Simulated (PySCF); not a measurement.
**Assigning NMR signals**

Bonds (- single, = double, # triple, : aromatic): C1-C2 1.507 Å, C2-O3 1.402 Å, O3-C4 1.402 Å, C4-C5 1.507 Å, C4-C2 1.466 Å. C1 carries H6, H7, H8; C2 carries H9; C4 carries H10; C5 carries H11, H12, H13. Stereochemistry as in C[C@@H]1O[C@H]1C.

Calculated, not measured (PySCF 2.14.0 with density-fitted response routines): GFN2-xTB geometry, couplings computed with B3LYP/pcJ-1 (without the spin–dipole term), σ from GIAO-PBE0/pcSseg-1. One conformer, gas phase, averaged over atoms made equivalent by symmetry, fast rotation or ring inversion, non-relativistic Hamiltonian.

Shifts are taken against calculated references (same method and geometry level): $^{13}$C and $^{1}$H vs TMS.

**Question.** Assign these signals to the numbered atoms. $^{13}$C{$^{1}$H} NMR (computed): δ 52.4 (CH), 20.1 (CH3).

**Answer.** 
```tsv
δ (ppm)	atoms	environment	reason
52.4	C2/C4	epoxide ring carbon	pulled downfield by the heteroatom
20.1	C1/C5	methyl carbon	aliphatic region, no heteroatom directly attached
```

**Question.** Assign these signals to the numbered atoms. $^{1}$H NMR (300 MHz, computed): δ 2.27 (m, 2H), 1.26 (m, 6H).

**Answer.** 
```tsv
δ (ppm)	atoms	environment	reason
2.27	H9/H10	hydrogen on an epoxide ring carbon	its carbon carries O, an electronegative neighbour
1.26	H6/H7/H8/H11/H12/H13	hydrogen on a methyl carbon	–
```

Splittings below 1 Hz are ignored in the labels, and close J values are merged. Couplings among chemically equivalent protons are left out too, so labels in AA′BB′ or AA′XX′ sets are apparent multiplicities. Unscaled 3J(H,H) at this level run about 10 % above measured values. Shifts are as computed. Against solution values, carbons near 30 ppm lie about +3 ppm off and those near 130 ppm about +5 ppm. Of 1211 compounds with measured shifts, 218 miss one by over three times the rms of a fit or turn the order of signals round; such compounds aren't used in these exercises.
